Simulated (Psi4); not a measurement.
Psi4 input (wB97X-D/6-31G*):

```
memory 1500 MB

molecule {
-1 2
N    -0.00000000   -0.00000000   -0.13023549
H     0.00000000    0.00000000    0.91164840
symmetry c1
no_reorient
no_com
}

set {
  basis 6-31G*
  reference uks
  scf_type pk
  dft_radial_points 99
  dft_spherical_points 590
  e_convergence 1e-8
  d_convergence 1e-7
  maxiter 150
}

e = energy('wb97x-d')
print_out(f'\nFINAL {e:.10f} DIPOLE {variable("CURRENT DIPOLE")[0]:.6f} {variable("CURRENT DIPOLE")[1]:.6f} {variable("CURRENT DIPOLE")[2]:.6f}\n')
```

Output:

```
   => Loading Basis Set <=

    Name: 6-31G*
    Role: ORBITAL
    Keyword: BASIS
    atoms 1 entry N          line   128 file 6-31gs.gbs
    atoms 2 entry H          line    44 file 6-31gs.gbs

   => WB97X-D: Empirical Dispersion <=

    Chai and Head-Gordon Dispersion Correction
    Chai, J.-D.; Head-Gordon, M. (2010), J. Chem. Phys., 132: 6615-6620

        s6 =       1.000000

         ---------------------------------------------------------
                                   SCF
               by Justin Turney, Rob Parrish, Andy Simmonett
                          and Daniel G. A. Smith
                              UKS Reference
         ---------------------------------------------------------

  ==> Geometry <==

    Molecular point group: c1
    Full point group: C_inf_v

    Geometry (in Angstrom), charge = -1, multiplicity = 2:

       Center              X                  Y                   Z               Mass
    ------------   -----------------  -----------------  -----------------  -----------------
         N            0.000000000000     0.000000000000    -0.130235490000    14.003074004430
         H            0.000000000000     0.000000000000     0.911648400000     1.007825032230

  Running in c1 symmetry.

  Rotational constants: A = ************  B =     15.67982  C =     15.67982 [cm^-1]
  Rotational constants: A = ************  B = 470069.14872  C = 470069.14872 [MHz]
  Nuclear repulsion =    3.555329447209324

  Charge       = -1
  Multiplicity = 2
  Electrons    = 9
  Nalpha       = 5
  Nbeta        = 4

  ==> Algorithm <==

  SCF Algorithm Type is PK.
  DIIS enabled.
  MOM disabled.
  Fractional occupation disabled.
  Guess Type is SAD.
  Energy threshold   = 1.00e-08
  Density threshold  = 1.00e-07
  Integral threshold = 1.00e-12

  ==> Primary Basis <==

  Basis Set: 6-31G*
    Blend: 6-31G*
    Number of shells: 8
    Number of basis functions: 17
    Number of Cartesian functions: 17
    Spherical Harmonics?: false
    Max angular momentum: 2

  ==> DFT Potential <==

   => LibXC <=

    Version 7.1.2
    S. Lehtola, C. Steigemann, M. J. T. Oliveira, and M. A. L. Marques,  SoftwareX 7, 1–5 (2018) (10.1016/j.softx.2017.11.002)

   => Composite Functional: WB97X-D <=

    wB97X-D Hyb-GGA Exchange-Correlation Functional

    J.-D. Chai and M. Head-Gordon,  Phys. Chem. Chem. Phys. 10, 6615–6620 (2008) (10.1039/B810189B)

    Deriv               =              1
    GGA                 =           TRUE
    Meta                =          FALSE

    Exchange Hybrid     =           TRUE
    MP2 Hybrid          =          FALSE

   => Exchange-Correlation Functionals <=

    1.0000   wB97X-D range-separated functional

   => Exact (HF) Exchange <=

    0.7780            HF,LR [omega = 0.2000]
    0.2220               HF

   => LibXC Density Thresholds  <==

    XC_HYB_GGA_XC_WB97X_D:  1.00E-14

   => Molecular Quadrature <=

    Radial Scheme          =       TREUTLER
    Pruning Scheme         =           NONE
    Nuclear Scheme         =       TREUTLER

    Blocking Scheme        =         OCTREE
    BS radius alpha        =              1
    Pruning alpha          =              1
    Radial Points          =             99
    Spherical Points       =            590
    Total Points           =         111923
    Total Blocks           =            900
    Max Points             =            256
    Max Functions          =             17
    Weights Tolerance      =       1.00E-15

  ==> Integral Setup <==

  Using in-core PK algorithm.
   Calculation information:
      Number of atoms:                   2
      Number of AO shells:               8
      Number of primitives:             19
      Number of atomic orbitals:        17
      Number of basis functions:        17

      Integral cutoff                 1.00e-12
      Number of threads:                 1

  Performing in-core PK
  Using 35343 doubles for integral storage.
  We computed 666 shell quartets total.
  Whereas there are 666 unique shell quartets.

  Computing range-separated integrals for PK
  We computed 666 wK shell quartets total.
  Whereas there are 666 wK unique shell quartets.

  ==> DiskJK: Disk-Based J/K Matrices <==

    J tasked:                  Yes
    K tasked:                  Yes
    wK tasked:                 Yes
    Omega:               2.000E-01
    Schwarz Cutoff:          1E-12


  Cached 100.0% of DFT collocation blocks in 0.054 [GiB].

  Minimum eigenvalue in the overlap matrix is 4.2518303085E-02.
  Reciprocal condition number of the overlap matrix is 1.0515437050E-02.
    Using symmetric orthogonalization.

  ==> Pre-Iterations <==

  SCF Guess: Superposition of Atomic Densities via on-the-fly atomic UHF (no occupation information).

   -------------------------
    Irrep   Nso     Nmo
   -------------------------
     A         17      17
   -------------------------
    Total      17      17
   -------------------------

  ==> Iterations <==

                        Total Energy        Delta E     RMS |[F,P]|

   @UKS iter SAD:   -54.55680739785964   -5.45568e+01   0.00000e+00
   @UKS iter   1:   -54.97633658726931   -4.19529e-01   3.52606e-02 ADIIS/DIIS
   @UKS iter   2:   -55.04181822106212   -6.54816e-02   2.91366e-02 ADIIS/DIIS
   @UKS iter   3:   -55.15353897713998   -1.11721e-01   9.94987e-04 ADIIS/DIIS
   @UKS iter   4:   -55.15378744427244   -2.48467e-04   2.30908e-04 ADIIS/DIIS
   @UKS iter   5:   -55.15380517707182   -1.77328e-05   6.10238e-05 DIIS
   @UKS iter   6:   -55.15380675422138   -1.57715e-06   1.88466e-05 DIIS
   @UKS iter   7:   -55.15380696311991   -2.08899e-07   5.88539e-06 DIIS
   @UKS iter   8:   -55.15380699151286   -2.83930e-08   8.08619e-07 DIIS
   @UKS iter   9:   -55.15380699199487   -4.82011e-10   1.50191e-07 DIIS
   @UKS iter  10:   -55.15380699200635   -1.14824e-11   1.12987e-08 DIIS
  Energy and wave function converged.

  ==> Post-Iterations <==

   Electrons on quadrature grid:
      Nalpha   =    5.0000000009 ; deviation = 8.918e-10
      Nbeta    =    4.0000000008 ; deviation = 8.332e-10
      Ntotal   =    9.0000000017 ; deviation = 1.725e-09

   @Spin Contamination Metric:   2.449313035E-03
   @S^2 Expected:                7.500000000E-01
   @S^2 Observed:                7.524493130E-01
   @S   Expected:                5.000000000E-01
   @S   Observed:                5.000000000E-01

    Orbital Energies [Eh]
    ---------------------

    Alpha Occupied:

       1A    -14.041010     2A     -0.480042     3A     -0.065698
       4A      0.020692     5A      0.076805

    Alpha Virtual:

       6A      0.491768     7A      1.122328     8A      1.152261
       9A      1.160860    10A      1.201152    11A      1.373379
      12A      2.163976    13A      2.210121    14A      2.216713
      15A      2.217031    16A      2.736383    17A      3.886528

    Beta Occupied:

       1A    -14.027004     2A     -0.423549     3A     -0.041192
       4A      0.099597

    Beta Virtual:

       5A      0.381366     6A      0.502104     7A      1.168929
       8A      1.176135     9A      1.206247    10A      1.209535
      11A      1.394461    12A      2.224781    13A      2.236497
      14A      2.287252    15A      2.292209    16A      2.764972
      17A      3.930584

    Final Occupation by Irrep:
              A
    DOCC [     4 ]
    SOCC [     1 ]
    NA   [     5 ]
    NB   [     4 ]

  @UKS Final Energy:   -55.15380699200635

   => Energetics <=

    Nuclear Repulsion Energy =              3.5553294472093238
    One-Electron Energy =                 -85.0710033113401636
    Two-Electron Energy =                  31.4782302278886092
    DFT Exchange-Correlation Energy =      -5.1163624238505259
    Empirical Dispersion Energy =          -0.0000009319135877
    VV10 Nonlocal Energy =                  0.0000000000000000
    Total Energy =                        -55.1538069920063521

  UHF NO Occupations:
  HONO-2 :    3  A 1.9996905
  HONO-1 :    4  A 1.9992236
  HONO-0 :    5  A 1.0000000
  LUNO+0 :    6  A 0.0007764
  LUNO+1 :    7  A 0.0003095
  LUNO+2 :    8  A 0.0001387
  LUNO+3 :    9  A 0.0000004

Computation Completed

Properties will be evaluated at   0.000000,   0.000000,   0.000000 [a0]

Properties computed using the SCF density matrix

 Multipole Moments:

 ------------------------------------------------------------------------------------
     Multipole            Electronic (a.u.)      Nuclear  (a.u.)        Total (a.u.)
 ------------------------------------------------------------------------------------

 L = 1.  Multiply by 2.5417464519 to convert [e a0] to [Debye]
 Dipole X            :         -0.0000000            0.0000000           -0.0000000
 Dipole Y            :          0.0000000            0.0000000            0.0000000
 Dipole Z            :          0.5105949           -0.0000001            0.5105948
 Magnitude           :                                                    0.5105948

 ------------------------------------------------------------------------------------

FINAL -55.1538069920 DIPOLE -0.000000 0.000000 0.510595

*** Psi4 exiting successfully. Buy a developer a beer!
```

The dipole moment of an ion depends on the origin.
